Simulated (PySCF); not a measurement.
Ligands exchanged one at a time, Al Cl-Br. All species are isolated molecules in the gas phase. Strings in code marks are SMILES.

All values below come from PySCF with PBE-D3(BJ)/def2-TZVP // B3LYP-D3(BJ)/def2-TZVP. Excitations are Tamm–Dancoff values on a coarser integration grid. The basis has no diffuse functions, so Rydberg states are missing or too high.

```csv
species,LUMO (eV),HOMO–LUMO gap (eV),S1 excitation (TDA) (eV)
0 of 3 Cl replaced by Br,-2.17,…,5.90
1 of 3 Cl replaced by Br (`[Cl][Al]([Br])[Cl]`),…,5.37,5.50
2 of 3 Cl replaced by Br (`[Cl][Al]([Br])[Br]`),-2.36,5.12,5.25
3 of 3 Cl replaced by Br (`[Br][Al]([Br])[Br]`),-2.45,4.92,…
```

Fill in the missing entries.


- 0 of 3 Cl replaced by Br, HOMO–LUMO gap (eV): 5.78
- 1 of 3 Cl replaced by Br (`[Cl][Al]([Br])[Cl]`), LUMO (eV): -2.27
- 3 of 3 Cl replaced by Br (`[Br][Al]([Br])[Br]`), S1 excitation (TDA) (eV): 5.04
